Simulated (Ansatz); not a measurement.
**Relative stability**

Two relaxed structures of CH$_{3}$OSi, doublet (PBE0-D4/def2-TZVP; forces vanish, vibrations not checked).

A:

| atom | x (Å) | y (Å) | z (Å) |
| --- | --- | --- | --- |
| C1 | -0.4892 | 0.3984 | -0.7095 |
| Si2 | 0.4339 | -0.3962 | 0.6304 |
| O3 | 0.5494 | -1.9008 | 0.8316 |
| H4 | -1.0206 | -0.1819 | -1.4568 |
| H5 | -0.5470 | 1.4777 | -0.8175 |
| H6 | 1.0736 | 0.6028 | 1.5218 |

B:

```
6
angstrom
C -0.6257 0.3422 -0.8233
Si 0.2686 -0.4112 0.5744
O 0.6251 -0.3931 -1.0526
H -1.4995 -0.1498 -1.2440
H -0.5486 1.3978 -1.0751
H 1.2389 0.3813 1.4018
```

Computed with Ansatz 0.2.0 (basis: def2-TZVPP); correlated methods freeze the cores; orbitals are unrestricted. B3LYP uses VWN-RPA correlation.

Task: Which structure is lower at CCSD(T), and by how much? (Judge from chemistry; the value comes from the calculation.)

Result: By the calculation: A, by 0.716 eV (electronic energy, against the other). By their contacts, A is CH₃OSi ([CH2][SiH][O]) and B is CH₃OSi ([CH2]1[O][SiH]1).

All methods give the same order:

```
   method  E(B) − E(A) (eV)
   PBE-D4             0.536
r2SCAN-D4             0.690
  PBE0-D4             0.541
 B3LYP-D4             0.764
  wB97M-V             0.684
       HF             0.974
      MP2             0.715
     CCSD             0.747
  CCSD(T)             0.716
```

T1 diagnostic: at most 0.022. ⟨S²⟩ of the unrestricted Hartree–Fock references: 0.76 to 0.77 (a pure state has 0.75).

Labels in which every atom is bracketed show which atoms are joined, not bond orders.

For scale, one of the runs: CCSD(T)/def2-TZVPP, 146 basis functions, launched by `ansatz run in.yaml --threads 2 --pin off --events-out ev --progress --plain --max-ram 4352MiB`. The run took 69 s on 2 CPU threads of an Arm Neoverse V1 (shared host), with 2 GiB of host memory at its peak.
